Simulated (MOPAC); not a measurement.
A run for MOPAC: PM3 on HFCH3ts, 2S+1 = 2.

```
PM3 1SCF PRECISE CHARGE=0 UHF MS=0.5 THREADS=1
CH4F

H     -0.03976400 1     0.00000000 1     0.04410600 1
F     -0.04932100 1     0.00000000 1     1.28255400 1
C     -0.06154400 1     0.00000000 1     2.95115700 1
H      0.99049700 1     0.00000000 1     3.19427500 1
H     -0.59007000 1     0.91235500 1     3.18348100 1
H     -0.59007000 1    -0.91235500 1     3.18348100 1
```

Output:

```
*******************************************************************************
 **                                                                           **
 **                              MOPAC v23.2.5                                **
 **                                                                           **
 *******************************************************************************
 ** MOPAC's Digital Object Identifier: https://doi.org/10.5281/zenodo.6511958 **
 **                                                                           **
 ** Please cite the open-source release paper for use of this MOPAC version:  **
 ** J. E. Moussa and J. J. P. Stewart (2026)                                  **
 ** MOPAC: An open-source semiempirical molecular orbital program             **
 ** J. Open Source Softw., 11(119), 8025, https://doi.org/10.21105/joss.08025 **
 *******************************************************************************

                              PM3 CALCULATION RESULTS

 *******************************************************************************
 *  PM3        - The PM3 Hamiltonian to be used
 *  UHF        - UNRESTRICTED HARTREE-FOCK CALCULATION
 *
 *
 *
 *                 CHARGE ON SYSTEM = 0
 *
 *
 *
 *  MS=        - IN MECI, MAGNETIC COMPONENT OF SPIN =  0.5
 *  PRECISE    - TIGHTER CRITERIA TO BE USED
 *  1SCF       - DO 1 SCF AND THEN STOP
 *  THREADS=1  - MULTI-THREADING NOT USED
 *  T=         - A TIME OF 172800.0 SECONDS REQUESTED
 *  DUMP=N     - RESTART FILE WRITTEN EVERY 7200.0 SECONDS REQUESTED
 *******************************************************************************
PM3 1SCF PRECISE CHARGE=0 UHF MS=0.5 THREADS=1
 CH4F

   ATOM   CHEMICAL          X               Y               Z
  NUMBER   SYMBOL      (ANGSTROMS)     (ANGSTROMS)     (ANGSTROMS)

     1       H         -0.03976400  *   0.00000000  *   0.04410600  *
     2       F         -0.04932100  *   0.00000000  *   1.28255400  *
     3       C         -0.06154400  *   0.00000000  *   2.95115700  *
     4       H          0.99049700  *   0.00000000  *   3.19427500  *
     5       H         -0.59007000  *   0.91235500  *   3.18348100  *
     6       H         -0.59007000  *  -0.91235500  *   3.18348100  *



          CARTESIAN COORDINATES

    NO.       ATOM           X           Y           Z

     1         H         -0.0398      0.0000      0.0441
     2         F         -0.0493      0.0000      1.2826
     3         C         -0.0615      0.0000      2.9512
     4         H          0.9905      0.0000      3.1943
     5         H         -0.5901      0.9124      3.1835
     6         H         -0.5901     -0.9124      3.1835

  H: (PM3): J. J. P. STEWART, J. COMP. CHEM. 10, 209 (1989).
  C: (PM3): J. J. P. STEWART, J. COMP. CHEM. 10, 209 (1989).
  F: (PM3): J. J. P. STEWART, J. COMP. CHEM. 10, 209 (1989).

           Empirical Formula: C H4 F  =     6 atoms



      MOLECULAR POINT GROUP   :   C3v


          UHF CALCULATION, NO. OF ALPHA ELECTRONS =    8
                           NO. OF BETA  ELECTRONS =    7

 -------------------------------------------------------------------------------
 PM3 1SCF PRECISE CHARGE=0 UHF MS=0.5 THREADS=1
 CH4F



     1SCF WAS SPECIFIED, SO BFGS WAS NOT USED
     SCF FIELD WAS ACHIEVED


                              PM3 CALCULATION
                                                       MOPAC v23.2.5 Linux




          FINAL HEAT OF FORMATION =         23.91229 KCAL/MOL =     100.04903 KJ/MOL


          COSMO AREA              =         71.87 SQUARE ANGSTROMS
          COSMO VOLUME            =         51.11 CUBIC ANGSTROMS

          IONIZATION POTENTIAL    =          8.761551 EV
          ALPHA SOMO LUMO (EV)    =         -8.762  1.477
          BETA  SOMO LUMO (EV)    =        -13.448  0.515
          NO. OF ALPHA ELECTRONS  =          8
          NO. OF BETA  ELECTRONS  =          7
          MOLECULAR WEIGHT        =         35.0410         POINT GROUP:  C3v

          MOLECULAR DIMENSIONS (Angstroms)

            Atom       Atom       Distance
            H     5    H     1     3.31525
            H     4    H     6     1.82502
            H     4    H     1     1.49825


          SCF CALCULATIONS        =          1





   ATOM   CHEMICAL          X               Y               Z
  NUMBER   SYMBOL      (ANGSTROMS)     (ANGSTROMS)     (ANGSTROMS)

     1       H         -0.03976400  *   0.00000000  *   0.04410600  *
     2       F         -0.04932100  *   0.00000000  *   1.28255400  *
     3       C         -0.06154400  *   0.00000000  *   2.95115700  *
     4       H          0.99049700  *   0.00000000  *   3.19427500  *
     5       H         -0.59007000  *   0.91235500  *   3.18348100  *
     6       H         -0.59007000  *  -0.91235500  *   3.18348100  *

                             CARTESIAN COORDINATES

   1    H       -0.039764000     0.000000000     0.044106000
   2    F       -0.049321000     0.000000000     1.282554000
   3    C       -0.061544000     0.000000000     2.951157000
   4    H        0.990497000     0.000000000     3.194275000
   5    H       -0.590070000     0.912355000     3.183481000
   6    H       -0.590070000    -0.912355000     3.183481000


           Empirical Formula: C H4 F  =     6 atoms



      MOLECULAR POINT GROUP   :   C3v


          ALPHA EIGENVALUES
 -29.48020 -21.14241 -16.92746 -16.30635 -16.30578 -13.62716 -13.62687  -8.76155
   1.47715   3.61976   4.38079   4.38111


           BETA EIGENVALUES
 -28.83785 -20.62226 -16.54239 -16.21227 -16.21171 -13.44796 -13.44760   0.51481
   3.76818   3.95054   4.67257   4.67289


              NET ATOMIC CHARGES AND DIPOLE CONTRIBUTIONS

  ATOM NO.   TYPE          CHARGE      No. of ELECS.   s-Pop       p-Pop
    1          H           0.057137        0.9429     0.94286
    2          F          -0.161453        7.1615     1.86783     5.29362
    3          C          -0.037716        4.0377     1.18656     2.85115
    4          H           0.047363        0.9526     0.95264
    5          H           0.047335        0.9527     0.95267
    6          H           0.047335        0.9527     0.95267
 DIPOLE           X         Y         Z       TOTAL
 POINT-CHG.    -0.004    -0.000     0.657     0.657
 HYBRID         0.001     0.000    -0.111     0.111
 SUM           -0.004    -0.000     0.546     0.546


          ATOMIC ORBITAL ELECTRON POPULATIONS

     Atom    s        px        py        pz
    1  H   0.94286
    2  F   1.86783   1.99903   1.99907   1.29552
    3  C   1.18656   0.99293   0.99297   0.86526
    4  H   0.95264
    5  H   0.95267
    6  H   0.95267


                    (SZ)    =    0.500000
                    (S**2)  =    0.789252


          ATOMIC ORBITAL SPIN POPULATIONS

    Atom   Total    s     px     py     pz
         Atomic
    1  H  0.5100  0.510
    2  F -0.0506  0.122  0.000  0.000 -0.173
    3  C  0.6520  0.064  0.047  0.047  0.495
    4  H -0.0371 -0.037
    5  H -0.0371 -0.037
    6  H -0.0371 -0.037

 **********************
 *                    *
 * JOB ENDED NORMALLY *
 *                    *
 **********************




 == MOPAC DONE ==
```

The run finished.

Cost: roughly 0.020 core-seconds.
